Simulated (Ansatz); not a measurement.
Input for Ansatz (development build ahead of 0.2.0):

```yaml
crystal:
  periodic: [false, false, false]
  atoms:
    - { symbol: C, position_ang: [-0.01908, -0.0155, -0.6165] }
    - { symbol: C, position_ang: [0.00374, 0.00451, 0.72173] }
    - { symbol: H, position_ang: [0.0193, 0.73337, 1.52784] }
    - { symbol: H, position_ang: [-0.01835, -1.01662, -1.20006] }
    - { symbol: H, position_ang: [-0.03376, 0.85893, -1.20284] }
basis:
  gaussian: { orbitals: aug-cc-pVDZ }
magnetization:
  spin_polarized: true
  initial_magnetization: 1
hamiltonian:
  xc: hf
correlation:
  method: mp2
  frozen_orbitals: { C: 1, H: 0 }
```

The input is written out in the form of the current development build from the run's settings.

Results

```
Converged                       : yes
Reference energy                : -77.39687 hartree
Correlation energy              : -0.23725 hartree
Total energy                    : -77.63412 hartree
Spin squared of the determinant : 1.004
```

Caution: the unrestricted determinant is spin contaminated.
